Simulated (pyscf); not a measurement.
# Elimination: H₃C–CH₂–Cd–CH₂–CH₃ (SMILES C[CH2][Cd][CH2]C) -> H₃C–CH₂–CdH (SMILES C[CH2][CdH]) + H₂C=CH₂ (SMILES C=C)

Gas phase, singlet surface, charge 0. Bonds broken: Cd1–C2, C3–H8. Bonds formed: Cd1–H8. Structures and frequencies: ωB97X-D3(BJ)/def2-SVP in PySCF.

Transition state (Å):

```xyz
15

Cd    -0.8844     0.0001    -0.2394
C      1.1234    -1.1078    -0.6960
C      0.1730    -2.1549    -0.5688
C     -1.6429     1.9635     0.0231
C     -0.6098     3.0830    -0.1309
H      1.8133    -0.9130     0.1302
H      1.4555    -0.8098    -1.6947
H     -1.4212    -1.7814    -0.2354
H     -0.1758    -2.6807    -1.4632
H      0.1754    -2.7818     0.3284
H     -2.4677     2.0914    -0.6974
H     -2.1103     1.9984     1.0212
H      0.2109     2.9879     0.5988
H     -1.0632     4.0800     0.0172
H     -0.1485     3.0816    -1.1320
```

One imaginary mode, 1014i cm⁻¹; descent along it reached the two sides named, in the forms told below.

| bond | change | reactant side (Å) | saddle | product side |
|---|---|---|---|---|
| Cd1–C2 | breaks | 2.124 | 2.338 | 3.2 |
| C3–H8 | breaks | 1.103 | 1.671 | 3.2 |
| Cd1–H8 | forms | 3.1 | 1.861 | 1.688 |

Electronic energies relative to the reactant's lowest minimum found (kcal/mol):

```tsv
level	barrier	reaction energy	reverse barrier
ωB97X-D3(BJ)/def2-TZVP	56.0	+27.9	28.1
PBE/def2-TZVP	51.7	+25.5	26.1
r²SCAN/def2-TZVP	51.8	+26.3	25.4
B3LYP-D3(BJ)/def2-TZVP	54.3	+23.6	30.7
PBE0-D3(BJ)/def2-TZVP	54.1	+28.7	25.4
M06-2X/def2-TZVP	53.4	+26.0	27.3
ωB97M-D3(BJ)/def2-TZVP	54.7	+24.0	30.7
HF/def2-TZVP	60.5	+15.8	44.8
```

With ωB97M-D3(BJ)/def2-TZVP energies and thermal terms (ideal gas, 1 atm, RRHO with modes under 100 cm⁻¹ raised to 100, one conformer, R ln 2 for chiral ones without a mode under 150 cm⁻¹), in kcal/mol:

| T (K) | ΔH‡ | ΔG‡ | ΔH | ΔG |
|---|---|---|---|---|
| 298 | 50.6 | 50.7 | +19.7 | +8.8 |
| 600 | 50.7 | 50.7 | +19.3 | -2.1 |
| 900 | 50.7 | 50.7 | +18.6 | -12.6 |
| 1200 | 50.5 | 50.7 | +17.8 | -22.9 |

On the reactant side the descent ends in a point that may be a rotor saddle (no frequency run), 2.8 kcal/mol over the lowest minimum found and 53.2 kcal/mol under the saddle at ωB97X-D3(BJ)/def2-TZVP. On the product side the descent ends in a complex, 4.4 kcal/mol under the separated species and 32.5 kcal/mol under the saddle at ωB97X-D3(BJ)/def2-TZVP. At the saddle there is also a short C–Cd contact that neither side keeps. One saddle was located; it need not be the lowest between these sides. Elements past Kr carry the def2 core potentials, without spin-orbit coupling.
